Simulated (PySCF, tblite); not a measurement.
# C5H11N: a rotation path, then NMR shifts on frames, part 2 of 2

tblite 0.8.0 and PySCF 2.14.0. Atoms count from 0. The steps go on from the part before.

**5. Shielding tensors: image 4, PBE0/pcSseg-1**

What the job is given:

```
{"job": {"kind": "nmr", "xc": "PBE0", "basis": "pcSseg-1", "pop": false}, "charge": 0, "multiplicity": 1}
C      2.151000    -0.276900    -0.390500
N      1.275300     0.775600     0.079400
C     -0.033100     0.393800     0.586200
C     -1.223900     1.055500    -0.146700
C     -1.914500    -0.312100    -0.235400
C     -0.618700    -0.988800     0.232600
H      3.110300     0.168900    -0.647500
H      1.736400    -0.716900    -1.297500
H      2.323200    -1.079200     0.342700
H      1.760000     1.337900     0.769600
H     -0.096900     0.569500     1.667400
H     -1.753900     1.829300     0.403700
H     -0.921300     1.447900    -1.114200
H     -2.732300    -0.424300     0.473700
H     -2.261900    -0.601700    -1.224900
H     -0.712300    -1.680100     1.068200
H     -0.094400    -1.486500    -0.576700
```

With the program's defaults for keys left out, this is: GIAO PBE0/pcSseg-1 NMR shielding, non-relativistic, gas phase.

The log of the run:

```text
coarse grid: 13312 points
cycle   1  E = -251.4398136398  dE =  6.442e-01  |g| = 4.087e-01  |ddm| = 3.562e+00
cycle   2  E = -251.4291085139  dE =  1.071e-02  |g| = 4.753e-01  |ddm| = 8.892e-01
cycle   3  E = -251.4842460331  dE = -5.514e-02  |g| = 4.019e-02  |ddm| = 4.903e-01
cycle   4  E = -251.4845128801  dE = -2.668e-04  |g| = 1.645e-02  |ddm| = 4.469e-02
cycle   5  E = -251.4845652985  dE = -5.242e-05  |g| = 5.984e-03  |ddm| = 1.769e-02
cycle   6  E = -251.4845728436  dE = -7.545e-06  |g| = 8.431e-04  |ddm| = 5.257e-03
final grid: 126128 points
cycle   7  E = -251.5211618556  dE = -4.310e-05  |g| = 9.307e-03  |ddm| = 3.284e-02
cycle   8  E = -251.5211519727  dE =  9.883e-06  |g| = 1.133e-02  |ddm| = 1.865e-02
cycle   9  E = -251.5211841259  dE = -3.215e-05  |g| = 5.635e-04  |ddm| = 1.031e-02
cycle  10  E = -251.5211841881  dE = -6.221e-08  |g| = 1.940e-04  |ddm| = 6.318e-04
cycle  11  E = -251.5211841965  dE = -8.438e-09  |g| = 4.471e-05  |ddm| = 1.702e-04
cycle  12  E = -251.5211841969  dE = -4.454e-10  |g| = 8.933e-06  |ddm| = 5.411e-05
converged SCF energy = -251.5211841969

GIAO shielding tensors (ppm)
atom      isotropic    diamagn.    paramagn.     s11        s22        s33       span
  0 C      152.775     244.438     -91.663    131.893    146.763    179.669     47.776
  1 N      222.518     317.282     -94.765    179.653    200.548    287.351    107.698
  2 C      134.206     245.820    -111.614    108.486    135.479    158.652     50.166
  3 C      150.395     249.640     -99.245    124.869    146.127    180.190     55.321
  4 C      172.369     250.354     -77.985    162.537    169.985    184.584     22.047
  5 C      163.836     248.322     -84.486    145.594    162.266    183.648     38.054
  6 H       29.164      27.965       1.198     25.087     26.811     35.593     10.506
  7 H       28.787      30.072      -1.285     24.670     27.564     34.126      9.456
  8 H       29.275      29.319      -0.044     24.884     26.840     36.101     11.217
  9 H       31.165      32.712      -1.547     21.141     30.959     41.394     20.253
 10 H       28.046      31.968      -3.921     23.322     29.106     31.712      8.390
 11 H       29.334      30.625      -1.291     26.145     27.182     34.676      8.530
 12 H       29.750      30.838      -1.089     27.355     28.306     33.589      6.234
 13 H       29.976      30.000      -0.024     26.973     27.212     35.744      8.771
 14 H       29.889      29.706       0.182     26.304     26.827     36.534     10.230
 15 H       29.614      30.818      -1.204     25.829     27.253     35.760      9.931
 16 H       29.185      31.796      -2.611     25.538     29.565     32.453      6.915
```

It took 21 s on 1 thread of Intel Xeon Platinum 8259CL at 2.50GHz, shared host; peak memory 0.73 GiB.

This run: δ C2 52.7, C3 36.5, C0 34.1, C5 23.1, H10 3.67, H7 2.93 ppm.

**6. Shielding tensors: image 6, PBE0/pcSseg-1**

What the job is given:

```
{"job": {"kind": "nmr", "xc": "PBE0", "basis": "pcSseg-1", "pop": false}, "charge": 0, "multiplicity": 1}
C      2.023000    -0.148000    -0.553600
N      1.326700     0.752200     0.341200
C     -0.042000     0.424100     0.682900
C     -1.126500     1.003700    -0.253000
C     -1.829300    -0.361500    -0.267400
C     -0.618300    -0.992300     0.434400
H      2.997200     0.282800    -0.780600
H      1.464600    -0.245200    -1.483700
H      2.185400    -1.152400    -0.133100
H      1.884200     0.890100     1.176200
H     -0.218400     0.740300     1.713600
H     -1.700300     1.832700     0.155300
H     -0.721100     1.298200    -1.217300
H     -2.730900    -0.385000     0.341400
H     -2.059300    -0.760000    -1.253600
H     -0.829200    -1.577000     1.327700
H     -0.012900    -1.590700    -0.240200
```

Method: GIAO PBE0/pcSseg-1 NMR shielding, non-relativistic, gas phase.

The log of the run:

```text
coarse grid: 13312 points
cycle   1  E = -251.4434535552  dE =  6.450e-01  |g| = 4.068e-01  |ddm| = 3.567e+00
cycle   2  E = -251.4337773521  dE =  9.676e-03  |g| = 4.687e-01  |ddm| = 8.734e-01
cycle   3  E = -251.4876197665  dE = -5.384e-02  |g| = 4.075e-02  |ddm| = 4.788e-01
cycle   4  E = -251.4879063422  dE = -2.866e-04  |g| = 1.477e-02  |ddm| = 4.551e-02
cycle   5  E = -251.4879469879  dE = -4.065e-05  |g| = 6.226e-03  |ddm| = 1.689e-02
cycle   6  E = -251.4879553100  dE = -8.322e-06  |g| = 8.273e-04  |ddm| = 5.525e-03
final grid: 126128 points
cycle   7  E = -251.5243130153  dE = -4.904e-05  |g| = 9.624e-03  |ddm| = 3.545e-02
cycle   8  E = -251.5243023884  dE =  1.063e-05  |g| = 1.172e-02  |ddm| = 1.923e-02
cycle   9  E = -251.5243366779  dE = -3.429e-05  |g| = 5.691e-04  |ddm| = 1.065e-02
cycle  10  E = -251.5243367411  dE = -6.323e-08  |g| = 1.988e-04  |ddm| = 6.568e-04
cycle  11  E = -251.5243367500  dE = -8.849e-09  |g| = 5.035e-05  |ddm| = 1.789e-04
cycle  12  E = -251.5243367505  dE = -5.633e-10  |g| = 1.060e-05  |ddm| = 5.853e-05
converged SCF energy = -251.5243367505

GIAO shielding tensors (ppm)
atom      isotropic    diamagn.    paramagn.     s11        s22        s33       span
  0 C      154.299     244.988     -90.689    135.164    149.775    177.956     42.792
  1 N      224.802     316.976     -92.174    187.363    204.411    282.633     95.270
  2 C      133.349     245.701    -112.352    103.595    139.424    157.029     53.434
  3 C      154.135     249.555     -95.420    127.107    152.944    182.354     55.247
  4 C      172.565     250.313     -77.748    163.887    170.435    183.371     19.484
  5 C      164.067     249.614     -85.546    141.249    166.789    184.164     42.915
  6 H       29.061      27.944       1.117     24.568     26.959     35.657     11.089
  7 H       29.250      30.318      -1.069     25.480     27.739     34.531      9.050
  8 H       29.062      29.759      -0.697     24.742     26.924     35.520     10.779
  9 H       31.119      32.483      -1.364     20.984     30.363     42.009     21.024
 10 H       28.239      31.847      -3.609     24.053     28.768     31.895      7.843
 11 H       29.354      30.557      -1.203     25.899     26.962     35.200      9.301
 12 H       29.685      31.054      -1.369     27.275     28.389     33.392      6.117
 13 H       30.065      30.015       0.049     26.939     27.182     36.073      9.133
 14 H       30.043      29.843       0.200     26.445     27.125     36.559     10.114
 15 H       29.808      30.967      -1.159     26.081     27.030     36.313     10.232
 16 H       29.075      31.914      -2.839     25.310     29.450     32.465      7.154
```

Wall time 21 s (1 thread of Intel Xeon Platinum 8259CL at 2.50GHz, shared host); peak memory 0.8 GiB.

This run: δ C2 53.6, C3 32.8, C0 32.6, C5 22.9, H10 3.48, H6 2.66 ppm.

**7. Shielding tensors: image 8, PBE0/pcSseg-1**

What the job is given:

```
{"job": {"kind": "nmr", "xc": "PBE0", "basis": "pcSseg-1", "pop": false}, "charge": 0, "multiplicity": 1}
C      1.986700     0.014700    -0.636300
N      1.358900     0.660400     0.499300
C     -0.045400     0.411500     0.718000
C     -1.030700     0.923800    -0.351100
C     -1.813900    -0.392600    -0.236300
C     -0.660700    -1.006200     0.570500
H      2.982800     0.440100    -0.758400
H      1.414200     0.224200    -1.537300
H      2.089800    -1.075700    -0.536300
H      1.883500     0.441800     1.339800
H     -0.287200     0.838000     1.695200
H     -1.569200     1.833100    -0.095300
H     -0.564000     1.059500    -1.322500
H     -2.727000    -0.290600     0.346400
H     -2.050400    -0.887900    -1.175900
H     -0.929700    -1.508900     1.497600
H     -0.044600    -1.673300    -0.027400
```

Level: GIAO PBE0/pcSseg-1 NMR shielding, non-relativistic, gas phase.

The log of the run:

```text
coarse grid: 13312 points
cycle   1  E = -251.4471532347  dE =  6.463e-01  |g| = 4.042e-01  |ddm| = 3.556e+00
cycle   2  E = -251.4385335975  dE =  8.620e-03  |g| = 4.616e-01  |ddm| = 8.540e-01
cycle   3  E = -251.4908947442  dE = -5.236e-02  |g| = 4.112e-02  |ddm| = 4.620e-01
cycle   4  E = -251.4911918597  dE = -2.971e-04  |g| = 1.413e-02  |ddm| = 4.598e-02
cycle   5  E = -251.4912288013  dE = -3.694e-05  |g| = 6.137e-03  |ddm| = 1.625e-02
cycle   6  E = -251.4912369834  dE = -8.182e-06  |g| = 8.199e-04  |ddm| = 5.484e-03
final grid: 126128 points
cycle   7  E = -251.5274508406  dE = -4.760e-05  |g| = 9.539e-03  |ddm| = 3.548e-02
cycle   8  E = -251.5274401111  dE =  1.073e-05  |g| = 1.167e-02  |ddm| = 1.884e-02
cycle   9  E = -251.5274741265  dE = -3.402e-05  |g| = 5.784e-04  |ddm| = 1.039e-02
cycle  10  E = -251.5274741904  dE = -6.392e-08  |g| = 2.158e-04  |ddm| = 6.743e-04
cycle  11  E = -251.5274742006  dE = -1.019e-08  |g| = 5.598e-05  |ddm| = 2.080e-04
cycle  12  E = -251.5274742012  dE = -6.176e-10  |g| = 1.670e-05  |ddm| = 6.243e-05
converged SCF energy = -251.5274742012

GIAO shielding tensors (ppm)
atom      isotropic    diamagn.    paramagn.     s11        s22        s33       span
  0 C      157.939     245.484     -87.545    137.743    152.333    183.741     45.998
  1 N      220.955     317.314     -96.360    187.438    192.787    282.639     95.201
  2 C      131.813     245.547    -113.734    103.786    136.168    155.485     51.699
  3 C      161.488     249.227     -87.739    134.149    165.621    184.695     50.547
  4 C      173.774     250.427     -76.652    163.514    174.236    183.573     20.059
  5 C      165.009     250.693     -85.684    139.098    170.952    184.976     45.878
  6 H       29.064      28.022       1.042     24.197     27.053     35.940     11.742
  7 H       29.324      30.439      -1.116     24.934     28.707     34.329      9.395
  8 H       29.137      30.012      -0.875     24.497     27.286     35.629     11.132
  9 H       31.392      32.486      -1.095     21.511     30.582     42.082     20.571
 10 H       28.076      31.577      -3.502     23.858     28.363     32.006      8.148
 11 H       29.634      30.448      -0.814     25.885     26.668     36.349     10.464
 12 H       29.450      31.428      -1.979     26.277     29.122     32.951      6.674
 13 H       30.134      30.093       0.041     27.023     27.167     36.211      9.187
 14 H       30.190      29.870       0.320     26.462     27.243     36.867     10.405
 15 H       30.089      31.127      -1.038     26.214     27.202     36.851     10.637
 16 H       29.250      31.944      -2.694     25.501     29.373     32.876      7.374
```

Wall time 21 s (1 thread of Intel Xeon Platinum 8259CL at 2.50GHz, shared host); peak memory 0.8 GiB.

In short: δ C2 55.1, C0 29.0, C3 25.4, C5 21.9, H10 3.64, H6 2.65 ppm.

**8. Side by side: NMR shifts**

Shifts (ppm) of some atoms, chosen among heavy atoms and hydrogens apart, with basis size and wall time:

| frame | C2 | C0 | C5 | C3 | H8 | H16 | N1 | functions | time |
| --- | --- | --- | --- | --- | --- | --- | --- | --- | --- |
| image 0 | 56.7 | 36.0 | 29.5 | 28.4 | 2.14 | 1.80 | 64.9 | 157 | 21 s |
| image 2 | 54.4 | 33.6 | 23.7 | 32.2 | 2.03 | 2.08 | 57.7 | 157 | 21 s |
| image 4 | 52.7 | 34.1 | 23.1 | 36.5 | 2.44 | 2.53 | 45.2 | 157 | 21 s |
| image 6 | 53.6 | 32.6 | 22.9 | 32.8 | 2.65 | 2.64 | 42.9 | 157 | 21 s |
| image 8 | 55.1 | 29.0 | 21.9 | 25.4 | 2.58 | 2.47 | 46.8 | 157 | 21 s |

**9. Outcome**

The summary covers parts 1 to 2.

| quantity | value |
| --- | --- |
| barrier | 0.178 eV (4.1 kcal/mol) at image 4 |
| end to end (GFN2-xTB) | 0.053 eV |
| ¹³C shifts against TMS (PBE0/pcSseg-1, image 0) | 56.7, 36.0, 29.5, 28.4, 14.9 ppm |
| ¹H shifts against TMS (PBE0/pcSseg-1, image 0) | 3.22, 2.64, 2.33, 2.14, 2.14, 2.12, 1.91, 1.90, 1.89, 1.80, 0.20 ppm |
| ¹⁵N shifts against NH3 (PBE0/pcSseg-1, image 0) | 64.9 ppm |
| range of the shift of N1 | 42.9 to 64.9 ppm |

In words: Along the band the dihedral turns by 121°, and the top (dihedral -18°) lies 4.1 kcal/mol above the start (GFN2-xTB, rough), so at room temperature this motion is fast. The top was not checked by a frequency run. Shifts at one fixed geometry are not the observed spectrum, which averages over the motion. In the first frame run (image 0): The widest tensor belongs to N1: span 76 ppm, with a paramagnetic part of -116 ppm. Across the 5 runs the shift of N1 moves most, between 42.9 (image 6) and 64.9 ppm (image 0).
